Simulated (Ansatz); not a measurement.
`C=C(F)CF` + H₂ → `C=CCF` + H–F  (hydrogenolysis of a C–F bond)

Gas-phase electronic energies from Ansatz, PBE0-D4/def2-TZVP geometries. CCSD(T)/CBS adds triple-zeta CCSD(T) − MP2 to the extrapolated MP2 energy (def2 sets, frozen cores). This one scheme is used for every species. DFT in def2-TZVPP. HSE06 is defined as in plane-wave codes. One conformer a species, not always the lowest.

```tsv
level	ΔE (eV)
HSE06	-0.87
MP2/def2-TZVPP	-0.98
```

Question: What does CCSD(T)/CBS give? (Estimate.)

Answer: The calculation gave: -0.98 eV. The listed levels differ from it by 0.11, 0.00 eV.

Largest T1 diagnostic among the species: 0.012.

From BLYP to BHLYP (50 % exact exchange), in def2-TZVPP and without D4, ΔE moves by −0.12 eV. At CCSD(T), def2-SVP lies +0.18 eV from the extrapolated value and def2-TZVPP +0.04 eV.
